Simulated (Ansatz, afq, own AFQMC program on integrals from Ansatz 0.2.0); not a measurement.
AFQMC on a folder of integrals that Ansatz 0.2.0 wrote.

```yaml
crystal:
  periodic: [false, false, false]
  atoms:
    - {symbol: V, position_ang: [0.000000, 0.000000, 0.000000]}
    - {symbol: H, position_ang: [0.977798, 0.980911, 1.015549]}
    - {symbol: H, position_ang: [-0.981781, -0.975570, 1.016851]}
    - {symbol: H, position_ang: [-0.976246, 0.977112, -1.020691]}
    - {symbol: H, position_ang: [0.980228, -0.982453, -1.011708]}
basis:
  gaussian: {orbitals: def2-TZVP}
magnetization: {spin_polarized: true, initial_magnetization: 3}
correlation: {method: ccsd_t, electrons: outside_noble_gas, hamiltonian_folder: ham}
```

```sh
$ ansatz run in.yaml --threads 1 --pin off --events-out ev --progress --plain --max-ram 24576MiB --backend cuda --devices 0, --max-vram 18GiB
```

afq runs on the folder ham with

```
--method phaseless --trial hf --walkers 4000 --populations 20 --least-time 40 --time-step 0.005 --steps-per-block 20 --equilibration-blocks 160 --max-blocks 4000 --target-error 0.0009000 --factor-cut 1e-05 --start spin_pure --seed 9854 --taylor-order 6
```

Times are imaginary, in 1/Eh. The walk had a cap of 83 s. With eight or more populations the least sampling time is a fifth of least-time, and the error comes from their spread.

Log:

```
orbitals 60  electrons 6 3  factors 488 of 587
reference energy -945.00466869 Eh
CCSD correlation -0.16446265 Eh in 23 cycles, weight of the determinant in the CISD state 0.8342
energy of the start -945.006070 Eh
 block  time / (1/Eh)  mean weight  energy / Eh
     1     0.100  1.0005  -945.037597
     2     0.200  1.0009  -945.061942
     3     0.300  1.0009  -945.078936
     4     0.400  1.0009  -945.093543
     5     0.500  1.0007  -945.104130
    10     1.000  1.0004  -945.133694
    25     2.500  0.9998  -945.164519
    37     3.700  0.9999  -945.171483
    67     6.700  0.9997  -945.180140
    97     9.700  1.0000  -945.184100
   127    12.700  0.9999  -945.178380
   157    15.700  1.0002  -945.182787
   187    18.700  0.9994  -945.183319
   217    21.700  0.9995  -945.179881
   247    24.700  0.9997  -945.191759
error from the spread of 20 populations
energy -945.184527 +/- 0.001342 Eh
(rows thinned)
```

The run passed its tests (sampling time, drift between the halves within three errors, error under three times the target), which doesn't prove that it has relaxed, ending at its cap on processor time.

Against this walk (error 36.5 meV) on the same determinant: CCSD(T) 168.2 meV higher, CCSDT(Q) 51.6 meV higher (within the noise). The error is statistical and leaves out the bias of the constraint. None of these is a sure reference here.

Cautions: constraint bias not in the error; error above the target (36.5 against 24.5 meV); no relativity below Rb; outer-core shells of the metal frozen; lower spins were not checked; strong correlation (T1 0.063, weight of the determinant 0.83, largest double 0.04); unrestricted determinant slightly spin contaminated (⟨S²⟩ 3.82 against 3.75).

The walk took 83 s on 1 × NVIDIA H100 80GB HBM3 with 2 threads of AMD EPYC 7R13 Processor (Zen 3) (shared host) (the card was shared). The log's last line is the phaseless energy.

CCSDT and higher add their correlation energy to the determinant of the CCSD(T) run, since their own runs factorise the integrals more tightly (a shift of under 2 meV).
